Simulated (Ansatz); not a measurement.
bcc K, treated with PBE (Ansatz, an electronic-structure program, plane waves, PAW).

Numerical settings: plane-wave cutoff 520 eV, 16×16×16 k mesh, Fermi–Dirac smearing 0.05 eV, scalar-relativistic PAW data made under PBE.

A third-order Birch–Murnaghan fit to the energies gives V0 = 73.750 Å³/atom, B0 = 3.58 GPa, B′ = 3.8.

```tsv
V (Å³/atom)	P (GPa)
69.323	0.249
70.798	[?]
72.273	[?]
73.748	0.000
75.223	[?]
76.698	-0.130
78.173	[?]
```

Problem. Estimate the withheld pressures from this fit; the answers are the runs' own values.

Solution. 
- 70.798, P (GPa): 0.158
- 72.273, P (GPa): 0.075
- 75.223, P (GPa): -0.068
- 78.173, P (GPa): -0.187

The formula P = (3/2) B0 (x^(7/3) − x^(5/3)) [1 + (3/4)(B′ − 4)(x^(2/3) − 1)] with x = V0/V meets the computed pressures within 0.01 GPa when these rounded values are put in.

Measured, for comparison: bulk modulus 3.75 GPa (corrected for temperature and zero-point phonon effects; as tabulated in Levämäki et al. (2014), arXiv:1402.3671); equilibrium volume per atom 70.79 Å³/atom (low-temperature or extrapolated to 0 K; zero-point anharmonic expansion removed; as tabulated in Csonka et al. (2009), arXiv:0903.4037). Computed (rounded) less measured: bulk modulus -5 %, equilibrium volume per atom +4.2 %.

Computed values are for the static lattice.
